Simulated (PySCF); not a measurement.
Species: C₆H₈.
InChI=1S/C6H8/c1-2-3-6-4-5-6/h2,4H,1,3,5H2

Torsions of this conformer, `[CH2:1]=[CH:2][CH2:3][C:4]1=[CH:5][CH2:6]1`: C1–C2–C3–C4 122°, C2–C3–C4–C5 -1°.

The closed-shell ground state was solved at several levels (PySCF, density fitting, gas phase, non-relativistic). The structure is a single PBE0-D3(BJ)/def2-SVP conformer in the gas phase; no vibrational or solvent corrections.

| level | basis functions | total energy (Eh) | HOMO (eV) | LUMO (eV) | gap (eV) | dipole (D) |
| --- | --- | --- | --- | --- | --- | --- |
| OPBE/pcSseg-1 | 142 | -233.2136 | -5.72 | -0.73 | 4.99 | 0.69 |
| KT2/pcSseg-1 | 142 | -237.4738 | -5.75 | -0.83 | 4.92 | 0.67 |
| LDA/pcSseg-1 | 142 | -231.1213 | -5.85 | -1.09 | 4.76 | 0.67 |
| BHandHLYP/pcSseg-1 | 142 | -233.1487 | -7.86 | 1.41 | 9.27 | 0.65 |
| PBE0/6-31G* | 100 | -233.0405 | -6.63 | 0.67 | 7.30 | 0.70 |

Question: Estimate the row for PBE0/6-31G, a basis of 70 functions; the other rows only guide the guess.

Answer: Total energy -232.9802 Eh, HOMO -6.67 eV, LUMO 0.69 eV, gap 7.36 eV, dipole 0.67 D.

Question: Over all these levels, which gives the widest orbital gap and which the narrowest?

Answer: BHandHLYP/pcSseg-1 (global hybrid, 50 % exact exchange) has the widest, 9.27 eV, and LDA/pcSseg-1 (LDA) the narrowest, 4.76 eV. The two share the basis. From the narrowest to the widest the HOMO moves by -2.01 eV and the LUMO by +2.50 eV.

Question: How far do the dipole and the HOMO energy spread over the levels?

Answer: The dipole runs from 0.65 to 0.70 D (mean 0.67 D) and the HOMO from -7.86 to -5.72 eV.
